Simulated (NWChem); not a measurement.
Molecule: carbon disulfide (CS₂); SMILES S=C=S

```xyz
3

S     -1.5618     0.0573     0.0172
C      0.0000     0.0002     0.0000
S      1.5618    -0.0572    -0.0172
```
Atoms are numbered in this order, from 1.

Computed with NWChem. Geometry: optimised at B3LYP/6-31G* (spherical d). Isolated, static molecule.

GIAO at PBE0/pcSseg-1: principal shieldings of C2 are -184.3, -184.3, 291.2 ppm; an isolated tetramethylsilane molecule has σ = 185.2 ppm at the same levels.

Question: Find the isotropic 13C shift, its principal values, the span and the skew.

Answer: 
1. σ(iso) = one third of the sum = -25.8 ppm.
2. δ = σ(reference) − σ = 211.0 ppm against tetramethylsilane.
3. δ11, δ22, δ33 = 369.5, 369.5, -106.0 ppm.
4. Span Ω = δ11 − δ33 = 475.5 ppm; skew κ = 3(δ22 − δ(iso))/Ω = 1.00.
